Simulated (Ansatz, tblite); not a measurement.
# The cluster Cs3+: a ladder of methods and basis sets

An exercise on one series of results from a longer session: the logs are not shown, and one member is left open.

Computed with Ansatz 0.2.0, Gaussian basis. Level: as each input shows.

Plan: GFN1-xTB, GFN2-xTB, PBE/def2-TZVP, r2SCAN/def2-TZVP, LDA/def2-TZVP, ωB97M-V/def2-TZVP, r2SCANh/def2-TZVP, ωB97X-V/def2-TZVP, revPBE/def2-TZVP, PBE/def2-SVP, PBE0/def2-SVP, CCSD(T)/def2-TZVPP, MP2/def2-TZVP, RPA/def2-TZVP.

**The structure**

The singlet was relaxed beforehand with PBE0/def2-TZVP. At that level it is the lowest of the isomers that a small search found.

3 atoms, charge 1, spin multiplicity 1.

Bond lengths: Cs1–Cs2 5.256 Å, Cs1–Cs3 5.256 Å, Cs2–Cs3 5.256 Å. Angles: Cs2–Cs1–Cs3 60.0°, Cs1–Cs2–Cs3 60.0°, Cs1–Cs3–Cs2 60.0°.

Cs takes a core potential in the def2 sets. No spin-orbit coupling is included. The ion is computed in the gas phase, without counter-ions or solvent.

PBE0/def2-TZVP was run before; its log isn't repeated, and its numbers join the tables.

Set-up of the first run:

Tight binding, by tblite at 300 K electronic temperature and without a spin-polarisation term:

```python
tblite.interface.Calculator('GFN1-xTB', numbers, positions, charge=1, uhf=0).singlepoint()
```

Tight binding, by tblite at 300 K electronic temperature and without a spin-polarisation term:

```python
tblite.interface.Calculator('GFN2-xTB', numbers, positions, charge=1, uhf=0).singlepoint()
```

start.molden holds the orbitals of an earlier run on this state, given as this run's starting guess.

The input, in.yaml:

```yaml
crystal:
  periodic: [false, false, false]
  atoms:
    - {symbol: Cs, position_ang: [-0.480307, -2.983615, -0.272464]}
    - {symbol: Cs, position_ang: [2.802856, 1.045275, 0.508207]}
    - {symbol: Cs, position_ang: [-2.322549, 1.938340, -0.235733]}
basis:
  gaussian: {orbitals: def2-TZVP, initial_orbitals: start.molden}
total_charge: 1
hamiltonian: {xc: pbe}
scf: {omitted_lower_state_checks: [starts]}
output: {orbitals: {seedname: orbitals}}
```

Started as:

```console
ansatz run in.yaml --threads 2 --pin off --events-out ev --progress --plain --max-ram 4352MiB
```

Among the steps run: PBE/def2-TZVP; r2SCAN/def2-TZVP; LDA/def2-TZVP; ωB97M-V/def2-TZVP; r2SCANh/def2-TZVP; ωB97X-V/def2-TZVP; revPBE/def2-TZVP; PBE/def2-SVP; PBE0/def2-SVP; CCSD(T)/def2-TZVPP; MP2/def2-TZVP; RPA/def2-TZVP.

One of the session's tables, all rows but one given; the rest of the session is left out.

It belongs to the step «Levels side by side». 

```
            level  HOMO (eV)  LUMO (eV)  gap (eV)
    LDA/def2-TZVP      -5.46      -4.47      0.98
     PBE/def2-SVP      -5.29      -4.28      1.01
    PBE/def2-TZVP      -5.29      -4.30      0.99
 revPBE/def2-TZVP      -5.19      -4.20      0.99
 r2SCAN/def2-TZVP          ?          ?         ?
r2SCANh/def2-TZVP      -5.24      -3.81      1.43
    PBE0/def2-SVP      -5.57      -3.81      1.76
   PBE0/def2-TZVP      -5.57      -3.82      1.76
ωB97X-V/def2-TZVP      -6.55      -2.60      3.95
ωB97M-V/def2-TZVP      -6.50      -2.92      3.58
```

Estimate the missing values for r2SCAN/def2-TZVP.

**Answer.** HOMO (eV): -5.08; LUMO (eV): -3.93; gap (eV): 1.16. In the column «HOMO (eV)» it is the highest.
